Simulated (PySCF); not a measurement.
Isomers of C3H5N3.

All values: PBE0/IGLO-III (PySCF) at PBE0-D3(BJ)/def2-SVP geometries, gas phase, one conformer each.

Problem. Rank by the lowest Hirshfeld charge on any atom, lowest value first.
A. `Cn1cncn1`
B. `Cn1nccn1`
C. `Cn1cnnc1`
D. `CN1C=CN=N1`

Solution. A (-0.217 e), C (-0.166 e), D (-0.149 e), B (-0.136 e).

All values together:

```
  SMILES  μ (D)  HOMO (eV)  LUMO (eV)  lowest IAO charge (e)  highest IAO charge (e)  lowest Hirshfeld charge (e)  highest Hirshfeld charge (e)
Cn1cncn1   3.35      -7.65       0.01             -0.354 (N)              +0.172 (H)                   -0.217 (N)                    +0.075 (H)
Cn1nccn1   0.51      -7.55      -0.15             -0.322 (C)              +0.181 (H)                   -0.136 (N)                    +0.080 (N)
Cn1cnnc1   6.22      -7.34       0.07             -0.324 (C)              +0.172 (H)                   -0.166 (N)                    +0.075 (H)
Cn1ccnn1   4.64      -7.57      -0.17             -0.327 (C)              +0.187 (H)                   -0.149 (N)                    +0.073 (H)
```
